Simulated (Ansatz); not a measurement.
# CO (triplet): RPA-PBE over a scan of the distance O1–C2, 6-31G

How well do these functionals follow the top wave-function level for CO (triplet) over a scan of the distance O1–C2?

Method: 6-31G, all electrons in the functionals, frozen cores in the correlation of double hybrids and RPA; program: Ansatz 0.2.0, Gaussian basis.

To be run: RPA-PBE, at 0.935 Å; 1.082 Å; 1.196 Å; 1.294 Å; 1.448 Å; 1.617 Å; 1.890 Å; 2.243 Å; 2.599 Å; 3.222 Å; 4.031 Å.

22 further runs of the same task are left out: 1 for a known fault of the program, 16 that didn't finish, 5 set aside as unsound or not needed. Runs told in other sessions of the task aren't counted.

## 1. The system

The geometry derives from a PBE0/def2-TZVP stationary point (not a proven minimum). One bond is set to the value named and the two fragments are kept rigid.

2 atoms, charge 0, spin multiplicity 3.

Atoms are counted from 1 here; the program's logs count them from 0.

Bond lengths: O1–C2 1.196 Å.

No dispersion term is added.

The geometry shown and the zero of energy belong to the point 1.196 Å. The yardstick, FCI, and other wave-function levels (R restricted, U unrestricted, valence and pair active spaces) come from earlier runs.

## 2. RPA-PBE, 0.935 Å

File in.yaml:

```yaml
crystal:
  periodic: [false, false, false]
  atoms:
    - {symbol: O, position_ang: [0.000000, 0.000000, 0.000000]}
    - {symbol: C, position_ang: [0.000000, 0.000000, 0.935000]}
basis:
  gaussian: {orbitals: 6-31G}
magnetization: {spin_polarized: true, initial_magnetization: 2}
hamiltonian: {xc: {name: PBE}}
correlation: {method: rpa, electrons: outside_noble_gas}
```

The run is started by

```
> ansatz run in.yaml --threads 1 --pin off --events-out ev --progress --plain --max-ram 2393MiB
```

Further steps of the session: RPA-PBE, 1.082 Å; RPA-PBE, 1.196 Å; RPA-PBE, 1.294 Å; RPA-PBE, 1.448 Å; RPA-PBE, 1.617 Å; RPA-PBE, 1.890 Å; RPA-PBE, 2.243 Å; RPA-PBE, 2.599 Å; RPA-PBE, 3.222 Å; RPA-PBE, 4.031 Å.

**Question.** What will the summary of the whole plan be? Wanted: span of the FCI curve; largest miss, RPA-PBE.

As calculated:

| quantity | value |
| --- | --- |
| span of the FCI curve | 176.3 kcal/mol |
| largest miss, RPA-PBE | -6.9 kcal/mol (2.243 Å) |

RPA-PBE strays by up to 6.9 kcal/mol, at 2.243 Å. RPA-PBE clearly breaks the spin symmetry at some points (⟨S²⟩ up to 0.93 above the pure value), so energy there is bought with a mixed spin. Functionals and the yardstick converge differently with the basis, so part of each miss in 6-31G is the basis.
